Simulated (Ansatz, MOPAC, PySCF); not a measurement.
Species: C$_{2}$F$_{3}$, charge 0, multiplicity 2. SMILES: [C](=C(F)F)F
Geometry: optimised at B3LYP-D3(BJ)/def2-TZVP (Ansatz, a quantum-chemistry and plane-wave program).

Unscaled harmonic wavenumbers (cm⁻¹) in rising order, each level at the stationary point that it reaches from this structure (no distance between atoms moves by over 0.3 Å); the order of modes can differ between levels, and a negative number is imaginary. B3LYP-D3(BJ)/def2-TZVP (PySCF, at the structure above): 213, 255, 484, 501, 618, 919, 1226, 1280, 1845.

AM1 (MOPAC): 189, 276, 465, 502, 521, 880, 1471, 1545, 1666. Zero-point energy 10.7 against 10.5 kcal/mol; where all levels lie over 400 cm⁻¹, the wavenumbers are on average 1.019 times those of B3LYP-D3(BJ)/def2-TZVP.

PM3 (MOPAC): 193, 264, 397, 456, 607, 994, 1548, 1643, 1928. Zero-point energy 11.5 against 10.5 kcal/mol; where all levels lie over 400 cm⁻¹, the wavenumbers are on average 1.094 times those of B3LYP-D3(BJ)/def2-TZVP.

HF/6-31G* (Ansatz): 228, 312, 463, 514, 659, 967, 1348, 1475, 1862. Zero-point energy 11.2 against 10.5 kcal/mol; where all levels lie over 400 cm⁻¹, the wavenumbers are on average 1.068 times those of B3LYP-D3(BJ)/def2-TZVP.

B3LYP/6-31G* (Ansatz): 206, 234, 470, 478, 610, 926, 1250, 1318, 1861. Zero-point energy 10.5 against 10.5 kcal/mol; where all levels lie over 400 cm⁻¹, the wavenumbers are on average 1.001 times those of B3LYP-D3(BJ)/def2-TZVP.
